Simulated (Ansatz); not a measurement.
# I (model structure, within 0.1 Å of Pm-3m, No. 221, 3 atoms in the cell)

These are PBEsol in Ansatz (PAW) values and carry that method's errors.

Settings: plane-wave cutoff 500 eV, 12×12×8 k mesh (along the axes of the cell as run), Fermi–Dirac smearing 0.05 eV, scalar-relativistic PAW data made under PBE.

Cell (relaxed at this level):

```cif
data_I3
_chemical_formula_sum 'I3'
_space_group_name_H-M_alt 'R-3m :H'
_space_group_IT_number 166
_space_group_name_Hall '-R 3 2"'
_cell_length_a 4.76034
_cell_length_b 4.76034
_cell_length_c 5.88307
_cell_angle_alpha 90.000
_cell_angle_beta 90.000
_cell_angle_gamma 120.000
loop_
_atom_site_label
_atom_site_type_symbol
_atom_site_symmetry_multiplicity
_atom_site_Wyckoff_symbol
_atom_site_fract_x
_atom_site_fract_y
_atom_site_fract_z
_atom_site_occupancy
I1 I 3 b 0.00000 0.00000 0.50000 1
```

For I (model structure, within 0.1 Å of Pm-3m, No. 221, 3 atoms in the cell), the band gap is zero (no gap).

Spin–orbit coupling is not included.

Computed values are for the static lattice.

A model structure was made by putting elements into a prototype or built by hand; it is no filed structure, need not be a known phase, and can be a saddle point held by its symmetry.

Ansatz is a quantum-chemistry and plane-wave program.
